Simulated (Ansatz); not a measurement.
**Chromium, bcc under PBE: testing the plane-wave cutoff**

How high must the plane-wave cutoff be for energy and pressure and moments to settle? The geometry was relaxed under PBE beforehand and stays fixed; 9 values are run, from 150 to 800 eV. Wanted are the values from which on the energy stays within 10 and 1 meV/atom, and the pressure within 0.5 GPa, of the last run. Within the series other settings stay, but some runs also write fields, which adds to their time. The moments start as that relaxation left them.

Method: DFT PBE, plane waves with PAW, scalar-relativistic, in Ansatz 0.2.0.

**1. The starting structure**

The structure is cubic, space group Im-3m (No. 229). The conventional cell has a = 2.848 Å, b = 2.848 Å, c = 2.848 Å, α = 90.00°, β = 90.00°, γ = 90.00°. Cr (site symmetry m-3m) has 8 Cr at 2.47 Å as nearest neighbours.

As a file:

```cif
data_structure
_symmetry_space_group_name_H-M 'P 1'
_symmetry_Int_Tables_number 1
_cell_length_a 2.4665
_cell_length_b 2.4665
_cell_length_c 2.4665
_cell_angle_alpha 109.471
_cell_angle_beta 109.471
_cell_angle_gamma 109.471
_cell_volume 11.55
loop_
_atom_site_label
_atom_site_type_symbol
_atom_site_fract_x
_atom_site_fract_y
_atom_site_fract_z
_atom_site_occupancy
Cr1 Cr 0.00000 0.00000 0.00000 1
```

Starting moments (μB): +1.5.

**2. A run at the usual settings, for scale**

Contents of input.yaml:

```yaml
crystal:
  lattice:
    - [-1.4240148648, 1.4240148648, 1.4240148648]
    - [1.4240148648, -1.4240148648, 1.4240148648]
    - [1.4240148648, 1.4240148648, -1.4240148648]
  atoms:
    - { symbol: Cr, position: [0.0, 0.0, 0.0], spin: 1.5 }
hamiltonian:
  xc: pbe
  pseudopotentials:
    kind: paw
    azcp:
      Cr: "pseudopotentials/Cr.paw.azcp"
basis:
  ecutwfc: 420
  fft_grid_basis: typed
kpoints:
  mp_grid: { grid: [25, 25, 25], shift: [0, 0, 0] }
magnetization:
  spin_polarized: true
scf:
  occupations: { method: fermi_dirac, width: 0.05 }
  lower_state_search: "off"
output:
  stress: true
```

On the command line:

```sh
$ ansatz run input.yaml --threads 1 --pin off --max-ram 3584MiB --backend cpu --events-out ev --progress --plain --runs-dir out
```

**3. Cutoff 150 eV**

The run at 150 eV.

input.yaml, as its differences from that of step 2:

```diff
@@ -14,6 +14,6 @@
 basis:
-  ecutwfc: 420
+  ecutwfc: 150
   fft_grid_basis: typed
 kpoints:
-  mp_grid: { grid: [25, 25, 25], shift: [0, 0, 0] }
+  mp_grid: { grid: [15, 15, 15], shift: [0, 0, 0] }
 magnetization:
```

**4. Cutoff 200 eV**

The run at 200 eV.

input.yaml, as its differences from that of step 3:

```diff
@@ -14,3 +14,3 @@
 basis:
-  ecutwfc: 150
+  ecutwfc: 200
   fft_grid_basis: typed
@@ -25 +25,5 @@
   stress: true
+  write_density: true
+  write_potential: true
+  elf: true
+  volumetric_format: npy
```

**5. Cutoff 250 eV**

The run at 250 eV.

input.yaml, as its differences from that of step 4:

```diff
@@ -14,3 +14,3 @@
 basis:
-  ecutwfc: 200
+  ecutwfc: 250
   fft_grid_basis: typed
@@ -25,5 +25 @@
   stress: true
-  write_density: true
-  write_potential: true
-  elf: true
-  volumetric_format: npy
```

**6. Cutoff 300 eV**

The run at 300 eV.

input.yaml, as its differences from that of step 5:

```diff
@@ -14,3 +14,3 @@
 basis:
-  ecutwfc: 250
+  ecutwfc: 300
   fft_grid_basis: typed
```

**7. Cutoff 350 eV**

The run at 350 eV.

input.yaml, as its differences from that of step 6:

```diff
@@ -14,3 +14,3 @@
 basis:
-  ecutwfc: 300
+  ecutwfc: 350
   fft_grid_basis: typed
```

**8. Cutoff 420 eV**

The run at 420 eV.

input.yaml, as its differences from that of step 7:

```diff
@@ -14,3 +14,3 @@
 basis:
-  ecutwfc: 350
+  ecutwfc: 420
   fft_grid_basis: typed
```

**9. Cutoff 500 eV**

The run at 500 eV.

input.yaml, as its differences from that of step 8:

```diff
@@ -14,3 +14,3 @@
 basis:
-  ecutwfc: 420
+  ecutwfc: 500
   fft_grid_basis: typed
@@ -25 +25,5 @@
   stress: true
+  write_density: true
+  write_potential: true
+  elf: true
+  volumetric_format: npy
```

**10. Cutoff 600 eV**

The run at 600 eV.

input.yaml, as its differences from that of step 9:

```diff
@@ -14,3 +14,3 @@
 basis:
-  ecutwfc: 500
+  ecutwfc: 600
   fft_grid_basis: typed
@@ -25,5 +25 @@
   stress: true
-  write_density: true
-  write_potential: true
-  elf: true
-  volumetric_format: npy
```

**11. Cutoff 800 eV**

The run at 800 eV.

input.yaml, as its differences from that of step 10:

```diff
@@ -14,3 +14,3 @@
 basis:
-  ecutwfc: 600
+  ecutwfc: 800
   fft_grid_basis: typed
```

(Steps that only read results are left out.)

Q: Predict the outcome of this session.

The runs gave:

| quantity | value |
| --- | --- |
| E(σ → 0) stays within 10 meV/atom of 800 eV | from 420 eV on |
| E(σ → 0) stays within 1 meV/atom | from 600 eV on |
| pressure stays within 0.5 GPa | from 350 eV on |
| pressure at 800 eV | -0.09 GPa |
| CPU time, dearest over cheapest | 3.5 |
| run at the usual settings (mesh 25×25×25 against the series' 15×15×15, 420 eV) | -2.0 meV/atom from 800 eV, 0.02 GPa |

In words: The far end, 150 eV, lies +34254 meV/atom and -69.2 GPa from the yardstick. Each step up in cutoff lowers the energy. 1 meV/atom is reached at 600 eV; energy differences often converge earlier, as errors cancel. The cell taken over is 4 % smaller than the measured one (11.99 Å³/atom, COD).
